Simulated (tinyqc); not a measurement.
Inside a calculation (part 1 of 2). Method: RHF in the sto-3g basis, for BH3, spin multiplicity 1. Computed by tinyqc, a small Python program that keeps every step (integrals from PySCF). Settings: charge = 0, multiplicity = 1, basis = sto-3g, energy threshold = 1e-09, iteration cap = 65, orthogonalisation = symmetric, start = Wolfsberg-Helmholz matrix, DIIS depth = 6, damping = 0.7, method = RHF. Command: `OMP_NUM_THREADS=1 python tinyqc.py 27896 27897 out.jsonl` (the two numbers bound the seeds that draw the settings). One thread of a shared host (Intel(R) Xeon(R) Processor @ 2.60GHz), about 0.1 s of CPU time with the checks. Later iterations appear only in the table of the cycle.

## One-electron integrals

Geometry (angstrom):
```
atom        x        y       z
B      0.0000   0.0000  0.0430
H      1.2870   0.0000  0.0000
H     -0.6430   1.1140  0.0000
H     -0.6430  -1.1140  0.0000
```

Basis sto-3g: exponents (1/bohr^2) and contraction coefficients of normalised primitives:
```
element  l (shell)  exponent  coefficient
B            s (1)   48.7911       0.1543
B            s (1)    8.8874       0.5353
B            s (1)    2.4053       0.4446
B            s (2)    2.2370      -0.1000
B            s (2)    0.5198       0.3995
B            s (2)    0.1691       0.7001
B            p (3)    2.2370       0.1559
B            p (3)    0.5198       0.6077
B            p (3)    0.1691       0.3920
H            s (1)    3.4253       0.1543
H            s (1)    0.6239       0.5353
H            s (1)    0.1689       0.4446
```

Overlap, kinetic and nuclear-attraction integrals over the contracted functions; the nuclear repulsion is the sum of Za Zb / Rab.

nuclear repulsion = 6.878958 hartree

overlap S, lower triangle:
```
         1B 1s   1B 2s   1B 2px   1B 2py   1B 2pz   2H 1s   3H 1s   4H 1s
1B 1s   1.0000
1B 2s   0.2693  1.0000
1B 2px  0.0000  0.0000   1.0000
1B 2py  0.0000  0.0000   0.0000   1.0000
1B 2pz  0.0000  0.0000   0.0000   0.0000   1.0000
2H 1s   0.0533  0.4266   0.4534   0.0000  -0.0151  1.0000
3H 1s   0.0533  0.4270  -0.2268   0.3929  -0.0152  0.0810  1.0000
4H 1s   0.0533  0.4270  -0.2268  -0.3929  -0.0152  0.0810  0.0810  1.0000
```

kinetic energy T (hartree), lower triangle:
```
          1B 1s   1B 2s   1B 2px   1B 2py   1B 2pz    2H 1s    3H 1s   4H 1s
1B 1s   10.8263
1B 2s   -0.0480  0.3592
1B 2px   0.0000  0.0000   1.1239
1B 2py   0.0000  0.0000   0.0000   1.1239
1B 2pz   0.0000  0.0000   0.0000   0.0000   1.1239
2H 1s   -0.0140  0.0659   0.1832   0.0000  -0.0061   0.7600
3H 1s   -0.0140  0.0661  -0.0917   0.1589  -0.0061  -0.0115   0.7600
4H 1s   -0.0140  0.0661  -0.0917  -0.1589  -0.0061  -0.0115  -0.0115  0.7600
```

nuclear attraction V (hartree), lower triangle:
```
           1B 1s    1B 2s   1B 2px   1B 2py   1B 2pz    2H 1s    3H 1s    4H 1s
1B 1s   -24.3807
1B 2s    -3.4715  -4.9750
1B 2px    0.0000   0.0001  -4.9966
1B 2py    0.0000   0.0000   0.0000  -4.9968
1B 2pz    0.0016   0.0145   0.0000   0.0000  -4.8399
2H 1s    -0.6893  -1.8167  -1.8169   0.0000   0.0633  -3.7361
3H 1s    -0.6905  -1.8187   0.9091  -1.5749   0.0634  -0.3316  -3.7372
4H 1s    -0.6905  -1.8187   0.9091   1.5749   0.0634  -0.3316  -0.3319  -3.7372
```

core Hamiltonian H = T + V (hartree), lower triangle:
```
           1B 1s    1B 2s   1B 2px   1B 2py   1B 2pz    2H 1s    3H 1s    4H 1s
1B 1s   -13.5544
1B 2s    -3.5195  -4.6158
1B 2px    0.0000   0.0001  -3.8727
1B 2py    0.0000   0.0000   0.0000  -3.8729
1B 2pz    0.0016   0.0145   0.0000   0.0000  -3.7161
2H 1s    -0.7033  -1.7508  -1.6337   0.0000   0.0572  -2.9760
3H 1s    -0.7045  -1.7526   0.8173  -1.4160   0.0573  -0.3430  -2.9772
4H 1s    -0.7045  -1.7526   0.8173   1.4160   0.0573  -0.3430  -0.3434  -2.9772
```

## Two-electron integrals

Functions are numbered as in S; the eight-fold symmetry (ij|kl) = (ji|kl) = (kl|ij) leaves the list below.

Two-electron integrals (ij|kl) in chemists' order, unique and non-zero (hartree):
```
(11|11) 2.9235      (21|11) 0.5184      (21|21) 0.1093      (22|11) 0.7442
(22|21) 0.1932      (22|22) 0.5448      (31|31) 0.0203      (32|31) 0.0300
(32|32) 0.1203      (33|11) 0.7425      (33|21) 0.1932      (33|22) 0.5447
(33|33) 0.5868      (41|41) 0.0203      (42|41) 0.0300      (42|42) 0.1203
(43|43) 0.0316      (44|11) 0.7425      (44|21) 0.1932      (44|22) 0.5447
(44|33) 0.5235      (44|44) 0.5868      (51|51) 0.0203      (52|51) 0.0300
(52|52) 0.1203      (53|53) 0.0316      (54|54) 0.0316      (55|11) 0.7425
(55|21) 0.1932      (55|22) 0.5447      (55|33) 0.5235      (55|44) 0.5235
(55|55) 0.5868      (61|11) 0.1021      (61|21) 0.0214      (61|22) 0.0381
(61|31) 0.0015      (61|32) 0.0029      (61|33) 0.0385      (61|44) 0.0379
(61|51) -5.18e-05   (61|52) -9.55e-05   (61|53) -1.92e-05   (61|55) 0.0379
(61|61) 0.0043      (62|11) 0.2468      (62|21) 0.0651      (62|22) 0.2020
(62|31) 0.0072      (62|32) 0.0437      (62|33) 0.2133      (62|44) 0.1962
(62|51) -2.39e-04   (62|52) -0.0015     (62|53) -0.0006     (62|55) 0.1962
(62|61) 0.0136      (62|62) 0.1033      (63|11) 0.2312      (63|21) 0.0618
(63|22) 0.2023      (63|31) 0.0124      (63|32) 0.0704      (63|33) 0.2235
(63|44) 0.1915      (63|51) -1.96e-04   (63|52) -0.0013     (63|53) -0.0008
(63|55) 0.1915      (63|61) 0.0136      (63|62) 0.1211      (63|63) 0.1505
(64|41) 0.0065      (64|42) 0.0304      (64|43) 0.0081      (64|54) -2.72e-04
(64|64) 0.0114      (65|11) -0.0077     (65|21) -0.0021     (65|22) -0.0068
(65|31) -1.96e-04   (65|32) -0.0013     (65|33) -0.0069     (65|44) -0.0064
(65|51) 0.0065      (65|52) 0.0305      (65|53) 0.0082      (65|55) -0.0069
(65|61) -4.53e-04   (65|62) -0.0040     (65|63) -0.0046     (65|65) 0.0115
(66|11) 0.4065      (66|21) 0.1092      (66|22) 0.3833      (66|31) 0.0146
(66|32) 0.1178      (66|33) 0.4283      (66|44) 0.3605      (66|51) -4.87e-04
(66|52) -0.0039     (66|53) -0.0023     (66|55) 0.3606      (66|61) 0.0233
(66|62) 0.2507      (66|63) 0.3194      (66|65) -0.0107     (66|66) 0.7746
(71|11) 0.1022      (71|21) 0.0215      (71|22) 0.0381      (71|31) -0.0008
(71|32) -0.0014     (71|33) 0.0381      (71|41) 0.0013      (71|42) 0.0025
(71|43) -2.50e-04   (71|44) 0.0384      (71|51) -5.19e-05   (71|52) -9.58e-05
(71|53) 9.64e-06    (71|54) -1.67e-05   (71|55) 0.0379      (71|61) 0.0042
(71|62) 0.0125      (71|63) 0.0116      (71|64) 0.0005      (71|65) -4.16e-04
(71|66) 0.0208      (71|71) 0.0044      (72|11) 0.2471      (72|21) 0.0651
(72|22) 0.2022      (72|31) -0.0036     (72|32) -0.0218     (72|33) 0.2007
(72|41) 0.0062      (72|42) 0.0378      (72|43) -0.0074     (72|44) 0.2092
(72|51) -2.40e-04   (72|52) -0.0015     (72|53) 2.87e-04    (72|54) -4.97e-04
(72|55) 0.1964      (72|61) 0.0125      (72|62) 0.0681      (72|63) 0.0639
(72|64) 0.0081      (72|65) -0.0026     (72|66) 0.1261      (72|71) 0.0137
(72|72) 0.1035      (73|11) -0.1157     (73|21) -0.0309     (73|22) -0.1012
(73|31) 0.0080      (73|32) 0.0404      (73|33) -0.1059     (73|41) -0.0025
(73|42) -0.0173     (73|43) 0.0105      (73|44) -0.1017     (73|51) 9.82e-05
(73|52) 0.0007      (73|53) -4.04e-04   (73|54) 2.28e-04    (73|55) -0.0958
(73|61) -0.0053     (73|62) -0.0249     (73|63) -0.0177     (73|64) -0.0021
(73|65) 0.0009      (73|66) -0.0404     (73|71) -0.0068     (73|72) -0.0606
(73|73) 0.0462      (74|11) 0.2004      (74|21) 0.0535      (74|22) 0.1753
(74|31) -0.0025     (74|32) -0.0173     (74|33) 0.1694      (74|41) 0.0109
(74|42) 0.0604      (74|43) -0.0100     (74|44) 0.1904      (74|51) -1.70e-04
(74|52) -0.0012     (74|53) 2.28e-04    (74|54) -0.0007     (74|55) 0.1660
(74|61) 0.0103      (74|62) 0.0594      (74|63) 0.0556      (74|64) 0.0132
(74|65) -0.0022     (74|66) 0.1104      (74|71) 0.0118      (74|72) 0.1051
(74|73) -0.0603     (74|74) 0.1159      (75|11) -0.0077     (75|21) -0.0021
(75|22) -0.0068     (75|31) 9.82e-05    (75|32) 0.0007      (75|33) -0.0065
(75|41) -1.70e-04   (75|42) -0.0012     (75|43) 2.28e-04    (75|44) -0.0068
(75|51) 0.0065      (75|52) 0.0305      (75|53) -0.0041     (75|54) 0.0071
(75|55) -0.0070     (75|61) -4.16e-04   (75|62) -0.0026     (75|63) -0.0024
(75|64) -3.00e-04   (75|65) 0.0069      (75|66) -0.0050     (75|71) -4.55e-04
(75|72) -0.0041     (75|73) 0.0023      (75|74) -0.0040     (75|75) 0.0116
(76|11) 0.0451      (76|21) 0.0119      (76|22) 0.0374      (76|31) 0.0006
(76|32) 0.0034      (76|33) 0.0378      (76|41) 0.0010      (76|42) 0.0059
(76|43) 3.13e-04    (76|44) 0.0381      (76|51) -7.41e-05   (76|52) -4.58e-04
(76|53) -6.68e-05   (76|54) -1.16e-04   (76|55) 0.0363      (76|61) 0.0024
(76|62) 0.0163      (76|63) 0.0177      (76|64) 0.0018      (76|65) -0.0007
(76|66) 0.0357      (76|71) 0.0024      (76|72) 0.0163      (76|73) -0.0073
(76|74) 0.0163      (76|75) -0.0007     (76|76) 0.0033      (77|11) 0.4067
(77|21) 0.1092      (77|22) 0.3834      (77|31) -0.0073     (77|32) -0.0589
(77|33) 0.3776      (77|41) 0.0126      (77|42) 0.1021      (77|43) -0.0294
(77|44) 0.4115      (77|51) -4.88e-04   (77|52) -0.0039     (77|53) 0.0011
(77|54) -0.0020     (77|55) 0.3607      (77|61) 0.0208      (77|62) 0.1260
(77|63) 0.1158      (77|64) 0.0202      (77|65) -0.0050     (77|66) 0.2371
(77|71) 0.0234      (77|72) 0.2509      (77|73) -0.1598     (77|74) 0.2769
(77|75) -0.0107     (77|76) 0.0357      (77|77) 0.7746      (81|11) 0.1022
(81|21) 0.0215      (81|22) 0.0381      (81|31) -0.0008     (81|32) -0.0014
(81|33) 0.0381      (81|41) -0.0013     (81|42) -0.0025     (81|43) 2.50e-04
(81|44) 0.0384      (81|51) -5.19e-05   (81|52) -9.58e-05   (81|53) 9.64e-06
(81|54) 1.67e-05    (81|55) 0.0379      (81|61) 0.0042      (81|62) 0.0125
(81|63) 0.0116      (81|64) -0.0005     (81|65) -4.16e-04   (81|66) 0.0208
(81|71) 0.0042      (81|72) 0.0125      (81|73) -0.0062     (81|74) 0.0098
(81|75) -4.17e-04   (81|76) 0.0022      (81|77) 0.0208      (81|81) 0.0044
(82|11) 0.2471      (82|21) 0.0651      (82|22) 0.2022      (82|31) -0.0036
(82|32) -0.0218     (82|33) 0.2007      (82|41) -0.0062     (82|42) -0.0378
(82|43) 0.0074      (82|44) 0.2092      (82|51) -2.40e-04   (82|52) -0.0015
(82|53) 2.87e-04    (82|54) 4.97e-04    (82|55) 0.1964      (82|61) 0.0125
(82|62) 0.0681      (82|63) 0.0639      (82|64) -0.0081     (82|65) -0.0026
(82|66) 0.1261      (82|71) 0.0125      (82|72) 0.0682      (82|73) -0.0390
(82|74) 0.0513      (82|75) -0.0026     (82|76) 0.0118      (82|77) 0.1261
(82|81) 0.0137      (82|82) 0.1035      (83|11) -0.1157     (83|21) -0.0309
(83|22) -0.1012     (83|31) 0.0080      (83|32) 0.0404      (83|33) -0.1059
(83|41) 0.0025      (83|42) 0.0173      (83|43) -0.0105     (83|44) -0.1017
(83|51) 9.82e-05    (83|52) 0.0007      (83|53) -4.04e-04   (83|54) -2.28e-04
(83|55) -0.0958     (83|61) -0.0053     (83|62) -0.0249     (83|63) -0.0177
(83|64) 0.0021      (83|65) 0.0009      (83|66) -0.0404     (83|71) -0.0062
(83|72) -0.0390     (83|73) 0.0287      (83|74) -0.0289     (83|75) 0.0015
(83|76) -0.0053     (83|77) -0.0754     (83|81) -0.0068     (83|82) -0.0606
(83|83) 0.0462      (84|11) -0.2004     (84|21) -0.0535     (84|22) -0.1753
(84|31) 0.0025      (84|32) 0.0173      (84|33) -0.1694     (84|41) 0.0109
(84|42) 0.0604      (84|43) -0.0100     (84|44) -0.1904     (84|51) 1.70e-04
(84|52) 0.0012      (84|53) -2.28e-04   (84|54) -0.0007     (84|55) -0.1660
(84|61) -0.0103     (84|62) -0.0594     (84|63) -0.0556     (84|64) 0.0132
(84|65) 0.0022      (84|66) -0.1104     (84|71) -0.0098     (84|72) -0.0513
(84|73) 0.0289      (84|74) -0.0332     (84|75) 0.0019      (84|76) -0.0092
(84|77) -0.0902     (84|81) -0.0118     (84|82) -0.1051     (84|83) 0.0603
(84|84) 0.1159      (85|11) -0.0077     (85|21) -0.0021     (85|22) -0.0068
(85|31) 9.82e-05    (85|32) 0.0007      (85|33) -0.0065     (85|41) 1.70e-04
(85|42) 0.0012      (85|43) -2.28e-04   (85|44) -0.0068     (85|51) 0.0065
(85|52) 0.0305      (85|53) -0.0041     (85|54) -0.0071     (85|55) -0.0070
(85|61) -4.16e-04   (85|62) -0.0026     (85|63) -0.0024     (85|64) 3.00e-04
(85|65) 0.0069      (85|66) -0.0050     (85|71) -4.17e-04   (85|72) -0.0026
(85|73) 0.0015      (85|74) -0.0019     (85|75) 0.0069      (85|76) -4.92e-04
(85|77) -0.0050     (85|81) -4.55e-04   (85|82) -0.0041     (85|83) 0.0023
(85|84) 0.0040      (85|85) 0.0116      (86|11) 0.0451      (86|21) 0.0119
(86|22) 0.0374      (86|31) 0.0006      (86|32) 0.0034      (86|33) 0.0378
(86|41) -0.0010     (86|42) -0.0059     (86|43) -3.13e-04   (86|44) 0.0381
(86|51) -7.41e-05   (86|52) -4.58e-04   (86|53) -6.68e-05   (86|54) 1.16e-04
(86|55) 0.0363      (86|61) 0.0024      (86|62) 0.0163      (86|63) 0.0177
(86|64) -0.0018     (86|65) -0.0007     (86|66) 0.0357      (86|71) 0.0022
(86|72) 0.0118      (86|73) -0.0053     (86|74) 0.0092      (86|75) -4.92e-04
(86|76) 0.0025      (86|77) 0.0215      (86|81) 0.0024      (86|82) 0.0163
(86|83) -0.0073     (86|84) -0.0163     (86|85) -0.0007     (86|86) 0.0033
(87|11) 0.0452      (87|21) 0.0119      (87|22) 0.0375      (87|31) -0.0011
(87|32) -0.0069     (87|33) 0.0384      (87|44) 0.0376      (87|51) -7.42e-05
(87|52) -4.59e-04   (87|53) 1.34e-04    (87|55) 0.0364      (87|61) 0.0022
(87|62) 0.0118      (87|63) 0.0107      (87|65) -4.91e-04   (87|66) 0.0215
(87|71) 0.0024      (87|72) 0.0163      (87|73) -0.0104     (87|74) 0.0145
(87|75) -0.0007     (87|76) 0.0025      (87|77) 0.0358      (87|81) 0.0024
(87|82) 0.0163      (87|83) -0.0104     (87|84) -0.0145     (87|85) -0.0007
(87|86) 0.0025      (87|87) 0.0033      (88|11) 0.4067      (88|21) 0.1092
(88|22) 0.3834      (88|31) -0.0073     (88|32) -0.0589     (88|33) 0.3776
(88|41) -0.0126     (88|42) -0.1021     (88|43) 0.0294      (88|44) 0.4115
(88|51) -4.88e-04   (88|52) -0.0039     (88|53) 0.0011      (88|54) 0.0020
(88|55) 0.3607      (88|61) 0.0208      (88|62) 0.1260      (88|63) 0.1158
(88|64) -0.0202     (88|65) -0.0050     (88|66) 0.2371      (88|71) 0.0208
(88|72) 0.1261      (88|73) -0.0754     (88|74) 0.0902      (88|75) -0.0050
(88|76) 0.0215      (88|77) 0.2372      (88|81) 0.0234      (88|82) 0.2509
(88|83) -0.1598     (88|84) -0.2769     (88|85) -0.0107     (88|86) 0.0357
(88|87) 0.0358      (88|88) 0.7746
```

## Orthogonalisation

S = U s U^T; symmetric (Loewdin) form X = U s^(-1/2) U^T, so that X^T S X = 1.

eigenvalues of S: 0.3072  0.4024  0.4027  0.9577  1.0019  1.5163  1.5166  1.8952

X, lower triangle:
```
          1B 1s    1B 2s   1B 2px   1B 2py  1B 2pz    2H 1s    3H 1s   4H 1s
1B 1s    1.0332
1B 2s   -0.1750   1.3335
1B 2px   0.0000  -0.0002   1.1662
1B 2py   0.0000   0.0000   0.0000   1.1665
1B 2pz   0.0012  -0.0105   0.0000   0.0000  1.0004
2H 1s    0.0268  -0.2911  -0.3109   0.0000  0.0101   1.2091
3H 1s    0.0268  -0.2915   0.1556  -0.2696  0.0101  -0.0124   1.2096
4H 1s    0.0268  -0.2915   0.1556   0.2696  0.0101  -0.0124  -0.0125  1.2096
```

## Starting guess

The start is the generalised Wolfsberg-Helmholz matrix (K = 1.75) built on H; D = 2 C_occ C_occ^T.

D at the start, lower triangle:
```
          1B 1s    1B 2s   1B 2px   1B 2py   1B 2pz   2H 1s   3H 1s   4H 1s
1B 1s    2.0397
1B 2s   -0.1368   0.7323
1B 2px  -0.0001   0.0003   1.0072
1B 2py   0.0000   0.0000   0.0000   1.0067
1B 2pz   0.0085  -0.0233   0.0000   0.0000   0.0007
2H 1s   -0.1710   0.3246   0.4892   0.0000  -0.0105  0.3874
3H 1s   -0.1711   0.3247  -0.2445   0.4236  -0.0105  0.0312  0.3877
4H 1s   -0.1711   0.3247  -0.2445  -0.4236  -0.0105  0.0312  0.0312  0.3877
```

## Iteration 1: building the Fock matrix

J_ij = sum D_kl (ij|kl), K_ij = sum D_kl (ik|jl); F = H + J - 0.5 K; E = tr D H + tr D J / 2 - 0.25 tr D K + E_nn.

Coulomb J (hartree), lower triangle:
```
          1B 1s    1B 2s   1B 2px   1B 2py   1B 2pz   2H 1s   3H 1s   4H 1s
1B 1s    9.3993
1B 2s    1.9737   4.3632
1B 2px   0.0000   0.0000   4.4144
1B 2py   0.0000   0.0000   0.0000   4.4145
1B 2pz  -0.0030  -0.0183   0.0000   0.0000   4.2479
2H 1s    0.3894   1.6298   1.6455   0.0000  -0.0584  3.2083
3H 1s    0.3900   1.6315  -0.8233   1.4263  -0.0585  0.3009  3.2096
4H 1s    0.3900   1.6315  -0.8233  -1.4263  -0.0585  0.3009  0.3012  3.2096
```

exchange K (hartree), lower triangle:
```
         1B 1s    1B 2s   1B 2px   1B 2py   1B 2pz   2H 1s   3H 1s   4H 1s
1B 1s   5.8896
1B 2s   1.1383   1.3996
1B 2px  0.0000  -0.0001   1.2665
1B 2py  0.0000   0.0000   0.0000   1.2666
1B 2pz  0.0009  -0.0356   0.0000   0.0000   0.2772
2H 1s   0.2283   0.6919   0.7159   0.0000  -0.0238  1.0241
3H 1s   0.2287   0.6925  -0.3581   0.6204  -0.0238  0.1524  1.0250
4H 1s   0.2287   0.6925  -0.3581  -0.6204  -0.0238  0.1524  0.1525  1.0250
```

Fock matrix F (hartree), lower triangle:
```
          1B 1s    1B 2s   1B 2px   1B 2py  1B 2pz    2H 1s    3H 1s    4H 1s
1B 1s   -7.0998
1B 2s   -2.1149  -0.9524
1B 2px   0.0000   0.0001  -0.0915
1B 2py   0.0000   0.0000   0.0000  -0.0917
1B 2pz  -0.0019   0.0139   0.0000   0.0000  0.3932
2H 1s   -0.4281  -0.4670  -0.3461   0.0000  0.0107  -0.2798
3H 1s   -0.4288  -0.4674   0.1731  -0.2998  0.0107  -0.1183  -0.2801
4H 1s   -0.4288  -0.4674   0.1731   0.2998  0.0107  -0.1183  -0.1184  -0.2801
```

total energy of this density = -25.873391 hartree

This density is the starting one.

## Iteration 1: diagonalisation and new density

Diagonalise F' = X^T F X, C = X C', fill 4 alpha and 4 beta electrons from the bottom; D = 2 C_occ C_occ^T; the new density keeps 0.7 of the old one (damping). Each column has its largest component positive (the first on a tie).

F' = X^T F X (hartree), lower triangle:
```
         1        2        3        4       5        6        7       8
1  -6.9019
2  -1.1884  -0.0974
3   0.0000  -0.0002   0.2286
4   0.0000   0.0000   0.0000   0.2289
5  -0.0009  -0.0029   0.0000   0.0000  0.3939
6  -0.0323  -0.3596  -0.4487   0.0000  0.0136   0.0942
7  -0.0325  -0.3600   0.2244  -0.3889  0.0136  -0.0457   0.0945
8  -0.0325  -0.3600   0.2244   0.3889  0.0136  -0.0457  -0.0458  0.0945
```

orbital energies (hartree): MO1 -7.1072, MO2 -0.5519, MO3 -0.3672, MO4 -0.3671, MO5 0.3929, MO6 0.6635, MO7 0.7357, MO8 0.7363

coefficients C:
```
            MO1      MO2      MO3      MO4      MO5      MO6      MO7      MO8
1B 1s    0.9895  -0.2177   0.0000   0.0000  -0.0205  -0.2708   0.0013   0.0000
1B 2s    0.0416   0.5393   0.0000   0.0002   0.0866   1.3280  -0.0067   0.0000
1B 2px   0.0000  -0.0001   0.0000   0.5109   0.0000   0.0050   1.1154   0.0000
1B 2py   0.0000   0.0000   0.5108   0.0000   0.0000   0.0000   0.0000   1.1158
1B 2pz  -0.0001  -0.0106   0.0000   0.0000   0.9968  -0.0860   0.0004   0.0000
2H 1s   -0.0074   0.3049   0.0000   0.5224  -0.0300  -0.6817  -0.9017   0.0000
3H 1s   -0.0074   0.3051   0.4523  -0.2610  -0.0300  -0.6758   0.4558  -0.7841
4H 1s   -0.0074   0.3051  -0.4523  -0.2610  -0.0300  -0.6758   0.4558   0.7841
```

D after iteration 1, lower triangle:
```
          1B 1s    1B 2s   1B 2px   1B 2py   1B 2pz    2H 1s    3H 1s   4H 1s
1B 1s    2.0437
1B 2s   -0.1415   0.6882
1B 2px   0.0000   0.0002   0.8617
1B 2py   0.0000   0.0000   0.0000   0.8613
1B 2pz   0.0073  -0.0197   0.0000   0.0000   0.0006
2H 1s   -0.1639   0.3258   0.5026   0.0000  -0.0093   0.4907
3H 1s   -0.1640   0.3258  -0.2512   0.4351  -0.0093  -0.0041   0.4909
4H 1s   -0.1640   0.3258  -0.2512  -0.4351  -0.0093  -0.0041  -0.0041  0.4909
```
